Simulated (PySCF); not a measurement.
## Gas-phase thermal properties of CH₃SiHCl₂

Energies from PySCF (xtb for GFN2), thermal terms from the rigid-rotor harmonic-oscillator model, ideal gas at 1 bar. 6-31G* has spherical d functions here. All species are closed-shell singlets. B3LYP is the form with VWN-RPA correlation. The harmonic model lacks anharmonicity and excited electronic states, which grow with temperature; levels with a mode under 35 cm⁻¹ are left out. Internal rotation in CH₃SiHCl₂ is treated as a harmonic vibration of one conformer, which makes the entropy rough.

```csv
level,point group,σ,ZPE (kJ/mol),S°298 (J/mol/K),Cp298 (J/mol/K),S°1000 (J/mol/K),H1000 − H298 (kJ/mol)
B3LYP/6-31G*,Cs,1,130.1,330.0,89.3,473.4,87.1
GFN2-xTB,Cs,1,125.5,339.0,93.1,485.1,88.5
HF/6-31G*,Cs,1,138.3,326.0,85.9,465.2,84.8
PBE/def2-SVP,Cs,1,125.1,331.9,91.4,478.1,88.8
PBE0/def2-TZVP,Cs,1,128.9,329.6,89.7,473.9,87.6
```
σ: rotational symmetry number. Electronic degeneracy used: 1. Frequencies are unscaled.
